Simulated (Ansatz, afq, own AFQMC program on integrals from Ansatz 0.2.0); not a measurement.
## AlNH2, singlet in cc-pVDZ along one coordinate

```xyz
4

Al    0.0000    0.0000    0.6968
N     0.0000    0.0000   -1.0992
H     0.0000    0.8223   -1.6887
H     0.0000   -0.8223   -1.6887
```

All coordinates are scaled about the centre. Energies in mEh count from this geometry (1.000) at the same level; the start stands on RHF, each point on the determinant named.

Basis cc-pVDZ. Only valence electrons are correlated. AFQMC by an in-house program on the Cholesky factors that Ansatz 0.2.0 writes for its CCSD(T) run. The CISD trial takes its coefficients from CCSD amplitudes. Released means that phaseless walkers are propagated on without the constraint, phases kept. Uncertainties: one standard error, sampling alone.

Cautions, each for one point or more: CCSDT(Q) on the RHF determinant differs, perhaps since the unrestricted series falls towards higher spin; an unrestricted solution with more broken spin lies lower; cluster runs in doubt by the program's own checks; higher spins were not checked; raised T1 diagnostic; released walk and highest rung disagree; restricted determinant unstable towards unrestricted; strong correlation; the ph-AFQMC/CISD walk drifts between its halves; the search met a lower determinant of the same kind, perhaps of another symmetry, and this one is a saddle point; unrestricted determinant spin contaminated; walk and cluster series may follow different spin states.

```csv
scale of all distances,det.,T1,weight,⟨S²⟩,B2PLYP,r2SCAN,CCSD(T)
0.870,RHF,0.012,0.89,pure,82.3,81.7,86.2
1.125,RHF,0.024,0.86,pure,27.3,27.4,25.7
1.314,RHF,0.044,0.82,pure,131.8,131.3,129.2
1.784,UHF†¶,0.071,0.68,1.05,–,–,338.3
1.994,UHF†¶,0.048,0.80,2.74,393.1§,380.4§,374.6
2.419,UHF†¶,0.015,0.89,2.95,416.8§,415.4§,395.1
```

**Question.** Estimate the curve of phaseless AFQMC with a CISD trial, counted from the same start.

**Answer.** 
```csv
scale of all distances,det.,T1,weight,⟨S²⟩,ph-AFQMC/CISD,released AFQMC,CCSDT(Q)
0.870,RHF,0.012,0.89,pure,87.3 ± 0.6,86.4 ± 0.8*,86.5
1.125,RHF,0.024,0.86,pure,25.5 ± 0.9,25.5 ± 1.0*,25.3
1.314,RHF,0.044,0.82,pure,126.0 ± 1.7,127.4 ± 1.9*,127.5
1.784,UHF†¶,0.071,0.68,1.05,346.8 ± 1.4,338.9 ± 2.7*,336.7
1.994,UHF†¶,0.048,0.80,2.74,368.3 ± 0.9,364.6 ± 1.5*,369.5
2.419,UHF†¶,0.015,0.89,2.95,391.7 ± 0.7,391.1 ± 1.0*,393.2
```

Weight is that of the determinant in the CISD state; at the start T1 is 0.017 and the weight 0.88. ¶ marks points with a poor determinant and no full CI, where no value is sure; they don't count among the departures. An asterisk marks released energies that aren't shown to be converged. A dagger marks points whose determinant fills other symmetries than the start's, so the wave-function levels may follow another state there, or a degenerate partner. A dash marks a missing value, a released energy that hasn't settled or a functional that sits on another state. § marks a functional whose ⟨S²⟩ is too high by over 0.1. Largest departures from phaseless AFQMC with a CISD trial: CCSD(T) 3.2 mEh at 1.314 (on RHF) (within the noise), CCSDT(Q) 1.5 mEh at 1.314 (on RHF) (within the noise), B2PLYP 5.8 mEh at 1.314, r2SCAN -5.6 mEh at 0.870. The walk's constraint bias lies outside its error bars, so these are departures and not errors. Functionals count only at points shown to share the start's state and spin. In this small basis the wave-function levels are far from their limit, so their gap to the functionals isn't the functionals' error.

CCSDT and higher add their correlation energy to the determinant of the CCSD(T) run, since their own runs factorise the integrals more tightly (a shift of under 2 meV). A walk keeps the symmetry of its determinant, which the program's search chose and which needn't be the lowest solution, so a lower state of the same spin and another symmetry isn't excluded.
